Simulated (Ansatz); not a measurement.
`FC(F)C(F)F` + H₂ → `FCC(F)F` + H–F at 400 K and 1 bar (hydrogenolysis of a C–F bond).

Isolated molecules relaxed with PBE0-D4/def2-TZVP in Ansatz; ΔE leaves out vibrations. CCSD(T)/CBS adds triple-zeta CCSD(T) − MP2 to the extrapolated MP2 energy (def2 sets, frozen cores). This one scheme is used for every species. One conformer a species, not always the lowest.

| species | CCSD(T)/CBS energy (Eh) | H − E (kJ/mol) | S (J/(mol·K)) |
| --- | --- | --- | --- |
| `FC(F)C(F)F` | -476.45942 | 147.4 | 340.4 |
| H₂ | -1.17544 | 38.0 | 139.0 |
| `FCC(F)F` | -377.27138 | 164.7 | 326.0 |
| H–F | -100.39570 | 36.5 | 182.2 |

H − E and S are ideal-gas, rigid-rotor, harmonic terms from PBE0-D4/def2-TZVP, for one conformer and one mirror image of each species. The MP2-based limit puts H₂ 0.8 mEh under its directly extrapolated value; such offsets cancel only in part. 1 Eh = 2625.50 kJ/mol, R = 8.31446 J/(mol·K).

By hand: ΔE, ΔH, ΔS and ΔG.

ΔE = (-377.27138) + (-100.39570) − (-476.45942) − (-1.17544) = -0.03222 Eh = -84.6 kJ/mol. Δ(H − E) = 164.7 + 36.5 − 147.4 − 38.0 = 15.8, so ΔH = -68.8 kJ/mol. ΔS = 326.0 + 182.2 − 340.4 − 139.0 = 28.8 J/(mol·K). ΔG = -68.8 − 400 × (28.8)/1000 = -80.3 kJ/mol.

By hand: the equilibrium constant, and the temperature at which ΔG would vanish if ΔH and ΔS stayed fixed.

log₁₀ K = −ΔG/(RT ln 10) = 10.5. ΔH and −TΔS have one sign here, so there is no such temperature.

ΔH outweighs TΔS. A doubt of 5 kJ/mol in ΔE shifts log₁₀ K by 0.7 here. Other conformers and mirror images would add mixing entropy, several J/(mol·K) or more a flexible species. These are equilibria of isolated gas molecules and say nothing of rates. Largest T1 diagnostic: 0.012 (customary marks: 0.02 for closed shells, 0.045 for open ones).
